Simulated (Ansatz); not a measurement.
AlH2(NH2) (AlNH4). The state is a singlet with charge 0. Geometry r2SCAN-D4/def2-TZVP, basis def2-TZVP, Ansatz.

```json
{"run": "A", "HOMO (eV)": "-6.40", "LUMO (eV)": "-1.60"}
{"run": "B", "HOMO (eV)": "-9.01", "LUMO (eV)": "0.27"}
{"run": "C", "HOMO (eV)": "-6.08", "LUMO (eV)": "-1.28"}
{"run": "D", "HOMO (eV)": "-6.48", "LUMO (eV)": "-1.01"}
{"run": "E", "HOMO (eV)": "-7.56", "LUMO (eV)": "-0.63"}
{"run": "F", "HOMO (eV)": "-7.31", "LUMO (eV)": "-0.85"}
```

B3LYP takes the VWN-RPA correlation.

Question: The runs used B3LYP, BLYP, CAM-B3LYP, LDA (SPW92), PBE0, r2SCAN. Estimate which is which.

Answer: A LDA (SPW92) (0 % exact exchange); B CAM-B3LYP (range-separated); C BLYP (0 % exact exchange); D r2SCAN (0 % exact exchange); E PBE0 (25 % exact exchange); F B3LYP (20 % exact exchange). Exact exchange lowers occupied and raises empty levels; among semilocal functionals meta-GGAs tend to open the gap a little, and such runs are hard to tell apart. The gap grows from 4.80 eV (BLYP) to 9.27 eV (CAM-B3LYP).
